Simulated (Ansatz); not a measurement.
# CsBi3: from a trial structure to a relaxed crystal

All numbers below come from DFT PBE, scalar-relativistic, plane waves, PAW (Ansatz). Cutoff 420 eV, Γ-centred k mesh, Gaussian smearing, no spin polarisation in the final step.

CsBi3 was placed on the Cu3Au (L1_2) structure type (Pm-3m, No. 221), with Cs in place of Au, Bi in place of Cu, at a guessed volume.

```
Cs Bi
1.0
     5.12517    0.00000    0.00000
     0.00000    5.12517    0.00000
     0.00000    0.00000    5.12517
Cs Bi
1 3
Direct
  0.00000 0.00000 0.00000
  0.00000 0.50000 0.50000
  0.50000 0.00000 0.50000
  0.50000 0.50000 0.00000
```

Steps on the 10×10×10 mesh (4 atoms). 3 of 4 steps are shown, and the free energy counts from the last. Trial steps that were taken back and renewals of the plane-wave basis can be among the rows.

```tsv
step	ΔF (meV/atom)	V (Å³/atom)	P (GPa)
1	17.9	33.66	2.50
2	0.3	36.03	0.06
4	0.0	36.10	0.00
```

A final relaxation ran on a 10×10×10 mesh. The relaxed crystal, Pm-3m (No. 221):

Space group Pm-3m (No. 221). a = 5.246 Å, b = 5.246 Å, c = 5.246 Å, α = 90.00°, β = 90.00°, γ = 90.00°
| atom | site | symmetry | x | y | z |
| --- | --- | --- | --- | --- | --- |
| Cs | 1a | m-3m | 0.0000 | 0.0000 | 0.0000 |
| Bi | 3c | 4/mm.m | 0.0000 | 0.5000 | 0.5000 |

```json
{
  "Volume per atom": "36.10 Å³",
  "Density": "8.74 g/cm³",
  "Energy over the elements": "0.05 eV/atom",
  "Gap on the 10×10×10 mesh": "0 eV (a metal)"
}
```

Formation energies are uncorrected and refer to the elements' standard structures at the same level.

The final run used a 10×10×10 mesh on its 4-atom cell and 0.10 eV smearing. The k mesh leaves about 4 meV/atom of noise in metals. Spin–orbit coupling is left out.

Symmetry constrained the relaxation, so the result can be a saddle point.

Cost: 3 runs of about 2 core-minutes in all, on Arm Neoverse V1 (shared hosts).